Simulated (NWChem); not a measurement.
# Predicting a hybrid from its neighbours: BOF (fluoro(oxo)borane)

BOF has 3 atoms, charge 0, and is taken as a singlet. As SMILES, `O=BF`. The shape is that of a PBE0-D4/def2-TZVP optimisation.

The electronic atomisation energy y, in eV, basis cc-pVTZ; a is the functional's share of exact exchange. Programs: NWChem 7.3.0.

| functional | program | a | y (eV) |
| --- | --- | --- | --- |
| TPSS | NWChem | 0 | 15.35 |
| BLYP | NWChem | 0 | 15.81 |
| B3LYP | NWChem | 0.2 | 15.47 |
| PBE0 | NWChem | 0.25 | ? |
| BHLYP | NWChem | 0.5 | 14.54 |

Problem. Fit y = c + s·a to the known rows and predict PBE0.

Solution. 
1. Means of the 4 rows: a = 0.1750, y = 15.293.
2. Σ(Δa)² = 0.1675, Σ(Δa·Δy) = -0.34075, so the slope is -0.34075/0.1675 = -2.0343.
3. Intercept: 15.293 − (-2.0343) × 0.1750 = 15.649. The largest residual of the fit is 0.30.
4. PBE0: 15.649 + (-2.0343) × 0.25 = 15.14 eV.

The run gave 15.44 eV, so the prediction is off by -0.30 eV, about the scatter of the fit. The rows mix families of semi-local functionals, which the line can't see.
